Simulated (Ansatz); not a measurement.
```yaml
crystal:
  periodic: [false, false, false]
  atoms:
    - {symbol: Mo, position_ang: [0.000000, 0.000000, 0.000000]}
    - {symbol: Mo, position_ang: [0.000000, 0.000000, 2.900000]}
basis:
  gaussian: {orbitals: def2-TZVP}
hamiltonian: {xc: pbe0}
relax: {f_tol: 0.004, max_steps: 80}
```

```sh
$ ansatz run in.yaml --threads 1 --pin off --events-out ev --progress --plain --max-ram 2176MiB
```

Steps of the relaxation (energy above the last step; positions in Å, forces in eV/Å):

```
2
step 1, 7159.6 meV
Mo    0.000    0.000    0.000    0.000    0.000    5.462
Mo    0.000    0.000    2.900    0.000    0.000   -5.462
```

```
2
step 2, 4415.3 meV
Mo    0.000    0.000    0.195    0.000    0.000    7.966
Mo    0.000    0.000    2.705    0.000    0.000   -7.966
```

```
2
step 3, 1194.9 meV
Mo    0.000    0.000    0.390    0.000    0.000    8.250
Mo    0.000    0.000    2.510    0.000    0.000   -8.250
```

```
2
step 7, 0.0 meV
Mo    0.000    0.000    0.506    0.000    0.000   -0.002
Mo    0.000    0.000    2.394    0.000    0.000    0.002
```

Close pairs at the end: Mo1–Mo2 1.887 Å.

A stationary point of restricted PBE0 after 7 steps (its stability towards spin polarisation wasn't tested). 40 s on 1 thread of Arm Neoverse V2, shared host.
